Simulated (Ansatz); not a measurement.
# C₃H₃FS: up Jacob's ladder to CCSD(T)

An exercise on one series of results from a longer session: the logs are not shown, and one member is left open.

Method: functionals in def2-TZVPP, the program's frozen cores in correlated methods; program: Ansatz 0.2.0, Gaussian basis.

The runs, in order: LDA (SPW92), PBE-D4, revPBE-D4, BLYP-D4, r2SCAN-D4, B97M-V, PBE0-D4, B3LYP-D4, r2SCANh-D4, r2SCAN0-D4, HSE06-D4, BHLYP-D4, CAM-B3LYP-D4, LC-ωPBE, ωB97X-V, ωB97M-V, B2PLYP, PBE-QIDH; CCSD(T)/def2-SVP; CCSD(T)/def2-TZVPP; MP2/def2-QZVPP; extrapolation to the limit; RPA on PBE.

## Structure used throughout

An earlier PBE0-D4 in a triple-zeta def2 set relaxation fixed the geometry.

SMILES `C=C1SC1F`, 8 atoms, charge 0, spin multiplicity 1.

Atoms are counted from 1 here; the program's logs count them from 0.

Bond lengths: C1–C2 1.318 Å, C1–H6 1.083 Å, C1–H7 1.082 Å, C2–S3 1.735 Å, C2–C4 1.442 Å, S3–C4 1.820 Å, C4–F5 1.351 Å, C4–H8 1.086 Å. Angles: C2–C1–H6 119.8°, C2–C1–H7 121.7°, H6–C1–H7 118.4°, C1–C2–S3 145.0°, C1–C2–C4 145.8°, S3–C2–C4 69.2°, C2–S3–C4 47.8°, C2–C4–S3 63.0°, C2–C4–F5 119.1°, C2–C4–H8 121.9°, S3–C4–F5 118.0°, S3–C4–H8 116.1°, F5–C4–H8 111.0°.

The first run:

Contents of in.yaml:

```yaml
crystal:
  periodic: [false, false, false]
  atoms:
    - {symbol: C, position_ang: [-0.031537, 1.391610, 0.301756]}
    - {symbol: C, position_ang: [0.314666, 0.155926, -0.000284]}
    - {symbol: S, position_ang: [1.612972, -0.867853, -0.524639]}
    - {symbol: C, position_ang: [-0.139447, -1.202986, -0.166089]}
    - {symbol: F, position_ang: [-0.953178, -1.501221, -1.202380]}
    - {symbol: H, position_ang: [-1.053931, 1.611089, 0.585081]}
    - {symbol: H, position_ang: [0.679853, 2.206313, 0.267319]}
    - {symbol: H, position_ang: [-0.337296, -1.849978, 0.683437]}
basis:
  gaussian: {orbitals: def2-TZVPP}
hamiltonian: {xc: lda}
output: {orbitals: {seedname: orbitals}}
```

Among the steps run: LDA; PBE-D4 (GGA); revPBE-D4 (GGA); BLYP-D4 (GGA); r2SCAN-D4 (meta-GGA); B97M-V (meta-GGA); PBE0-D4 (hybrid); B3LYP-D4 (hybrid); r2SCANh-D4 (hybrid); r2SCAN0-D4 (hybrid); HSE06-D4 (hybrid); BHLYP-D4 (hybrid); CAM-B3LYP-D4 (range-separated); LC-ωPBE (range-separated); ωB97X-V (range-separated); ωB97M-V (range-separated); B2PLYP (double hybrid); PBE-QIDH (double hybrid).

One of the session's tables, all rows but one given; the rest of the session is left out.

It belongs to the step «Orbital energies across the functionals». 

```
  functional  HOMO (eV)  gap (eV)
 LDA (SPW92)      -5.96      4.14
      PBE-D4      -5.79      4.19
   revPBE-D4      -5.72      4.21
     BLYP-D4      -5.62      4.16
   r2SCAN-D4      -5.99      4.57
      B97M-V      -6.02      4.68
     PBE0-D4      -6.87      6.22
    B3LYP-D4      -6.65      5.79
  r2SCANh-D4      -6.40      5.32
  r2SCAN0-D4          ?         ?
    HSE06-D4      -6.48      5.44
    BHLYP-D4      -7.82      8.24
CAM-B3LYP-D4      -8.13      8.59
     LC-ωPBE      -9.47     11.04
     ωB97X-V      -9.10     10.62
     ωB97M-V      -8.96     10.40
```

Q: Estimate the row for r2SCAN0-D4 from the others.

Worked estimate for «HOMO (eV)». Against the share of exact exchange, r2SCAN-D4 (0, -5.99), r2SCANh-D4 (0.1, -6.40) give a slope of -4.10 per unit share; at 0.25 the line stands at -7.01.

As computed: HOMO (eV): -7.01; gap (eV): 6.45. In «HOMO (eV)» the line misses by 0.00.
